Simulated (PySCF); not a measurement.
## Magnetisability: SMILES [AlH4-], [AlH4]-, charge -1

Geometry:
| atom | x (Å) | y (Å) | z (Å) |
| --- | --- | --- | --- |
| Al1 | -0.006 | -0.002 | -0.001 |
| H2 | 0.615 | 1.191 | -0.958 |
| H3 | -1.097 | 0.649 | 1.053 |
| H4 | 1.216 | -0.720 | 0.846 |
| H5 | -0.758 | -1.128 | -0.944 |

Total charge -1.

Level of theory: GIAO HSE06/aug-pcSseg-2 magnetisability, rotational g tensor and spin-rotation constants, non-relativistic, gas phase (PySCF 2.14.0). Geometry: PBE0-D3(BJ)/def2-SVP.

For an ion the centre-of-mass motion in the field is neglected.

How diamagnetic is it, and how anisotropic?

Isotropic -457 × 10⁻³⁰ J/T², or -27.5 × 10⁻⁶ cm³/mol; principal values -457, -457, -456 × 10⁻³⁰ J/T², anisotropy 0 × 10⁻³⁰ J/T² (root of half the summed squared differences of the principal values). The susceptibility is in cgs units.

Split it along the inertial axes a, b, c into diamagnetic and paramagnetic parts about the centre of mass, with the quadrupole moment.


```
axis  χ (10⁻⁶ cm³/mol)  diamagnetic (10⁻⁶ cm³/mol)  paramagnetic (10⁻⁶ cm³/mol)  summed x² of all electrons (Å²)  quadrupole Θ (D Å)
   a             -27.5                       -77.0                         49.5                              9.1                0.00
   b             -27.5                       -77.0                         49.5                              9.1                0.00
   c             -27.5                       -77.0                         49.5                              9.1                0.00
```
Anisotropies 2χaa − χbb − χcc = 0.0 and 2χbb − χaa − χcc = 0.0 × 10⁻⁶ cm³/mol. Θ is traceless in Buckingham's convention.

And the rotational g tensor?


| axis | rotational constant (GHz) | g | nuclear part | electronic part |
| --- | --- | --- | --- | --- |
| a | 69.0249 | -0.6058 | 0.9997 | -1.6055 |
| b | 69.0027 | -0.6057 | 0.9994 | -1.6050 |
| c | 69.0002 | -0.6056 | 0.9993 | -1.6050 |

Spherical top; isotopes 27Al, 1H; no vibrational averaging.
